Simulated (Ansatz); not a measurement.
hcp Zn was calculated with revPBE in Ansatz (plane waves, PAW).

Run with plane-wave cutoff 520 eV, 18×18×8 k mesh (along the axes of the cell as run), Fermi–Dirac smearing 0.1 eV, perturbation theory, scalar-relativistic PAW data made under PBE.

Computed at the level's own relaxed cell.

Harmonic phonon frequencies (cm⁻¹; i marks an imaginary mode):

```csv
q point,frequencies
Γ,0 0 0 61 61 120
M,(withheld)
K,45 45 158 165 165 174
A,(withheld)
L,(withheld)
H,52 52 167 167 167 167
```

Question: Complete the blanks.

Answer: 
- M, frequencies: 57 62 112 114 197 205
- A, frequencies: 49 49 49 49 81 81
- L, frequencies: 52 52 111 111 204 204

No imaginary mode appears at these points.

Ansatz is an electronic-structure program.
